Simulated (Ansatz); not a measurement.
# SiF: from a trial structure to a relaxed crystal

Computed with DFT PBE, scalar-relativistic, plane waves, PAW in Ansatz 0.2.0. Cutoff 420 eV, Γ-centred k mesh, Gaussian smearing, no spin polarisation in the final step.

The start puts SiF on the sites of a reported TbGa cell (Cmcm, No. 63), with Si in place of Tb, F in place of Ga, at a guessed volume.

```yaml
crystal:
  lattice:
    - [1.79975, -4.53055, 0.00000]
    - [1.79975, 4.53055, 0.00000]
    - [0.00000, 0.00000, 3.39999]
  atoms:
    - { symbol: Si, position: [0.85900, 0.14100, 0.75000] }
    - { symbol: Si, position: [0.14100, 0.85900, 0.25000] }
    - { symbol: F, position: [0.57400, 0.42600, 0.75000] }
    - { symbol: F, position: [0.42600, 0.57400, 0.25000] }
```

Cell and atoms relax at zero pressure; the relaxation can't lower the symmetry of the start. After a coarse first stage the cell is made exact in the group found at 0.06 Å.

The zero of energy is the elements' standard structures at the same level (F₂ as a molecule); no fitted shifts are applied.

Task: What does it relax into?

Result: It keeps Cmcm (No. 63), but not the shape of the type it started on. Conventional cell: a = 3.919 Å, b = 12.874 Å, c = 2.489 Å. Around Si lie 4 F at 2.32 Å, 2 Si at 2.49 Å and 2 Si at 2.71 Å; around F lie 4 Si at 2.32 Å and 2 F at 2.49 Å.

```xyz
4
Lattice="1.9593 -6.4370 0.0000 1.9593 6.4370 0.0000 0.0000 0.0000 2.4890" Properties=species:S:1:pos:R:3 pbc="T T T"
Si    1.9593   -5.2307    1.8667
Si    1.9593    5.2307    0.6222
F     1.9593   -1.2870    1.8667
F     1.9593    1.2870    0.6222
```

Task: What are its volume, energy, density and gap?

Result: The volume per atom is 15.7 Å³ and the density is 2.5 g/cm³. The energy over the elements is -0.76 eV/atom and the gap on the 12×12×18 mesh is 0 eV (a metal).

The final run used a 12×12×18 mesh on its 4-atom cell and 0.10 eV smearing. The k mesh leaves about 4 meV/atom of noise in metals. Weakly bound directions are ill-defined at this level, which has no dispersion term. A structure relaxed within its symmetry needn't be a true minimum.

Cost: 3 runs of about 4.5 core-minutes in all, on Intel Xeon 6975P-C (Granite Rapids) (shared hosts).